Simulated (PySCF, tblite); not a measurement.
Isomers of [C3H2O]+ (charge +1 and doublet state), one GFN2-xTB conformer each. Single-point energies are computed at B3LYP/pcH-1 (PySCF, gas phase, no added dispersion term), electronic only. GFN2-xTB treats the open shell by occupation alone, and not every SCF solution was tested for stability.

Question: Rank them by B3LYP/pcH-1 energy, lowest first (kJ/mol).
A. `[CH2+][C]=C=O` [radical]
B. `O=C1[CH][CH+]1` [radical]

Answer: A (0.0), B (82.9).

As drawn, the higher has a three-membered ring, which the lower lacks. GFN2-xTB itself gives, in the same order: 0.0, 93.1. Both levels put the same isomer lowest.

What happens when harmonic zero-point energies from GFN2-xTB frequencies are added?

| SMILES | ZPE (kJ/mol) | electronic (kJ/mol) | with ZPE (kJ/mol) |
| --- | --- | --- | --- |
| [CH2+][C]=C=O | 91.0 | 0.0 | 0.0 |
| O=C1[CH][CH+]1 | 92.3 | 82.9 | 84.3 |

The zero-point energies span 1.3 kJ/mol. The order is unchanged.

As an exercise, what shares would exp(−E/RT) give at 2000 K from these electronic energies alone (no entropy, no degeneracies)?

RT = 16.629 kJ/mol: [CH2+][C]=C=O 99.3 %, O=C1[CH][CH+]1 0.7 %.
